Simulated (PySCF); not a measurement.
We consider zinc-blende CdSe, described by Hartree–Fock (PySCF, GTH pseudopotentials, Gaussian basis, DZ basis).

The same calculation (at a fixed cell, not relaxed at this level and not confirmed as the measured one, 27.708 Å³/atom) with different numerical settings:

| run | k mesh | gap on the mesh (eV) | total energy (eV/atom) |
|---|---|---|---|
| 1 | 2×2×2 | 8.647 | -764.9713 |
| 2 | 3×3×3 | 7.959 | -765.0041 |
| 3 | 4×4×4 | 7.686 | -764.9634 |

In the column gap on the mesh (eV) the first row differs from the last by +0.961 and the next to last by +0.273.

The last row is no converged limit: other settings stay fixed.

Spin–orbit coupling is not included.
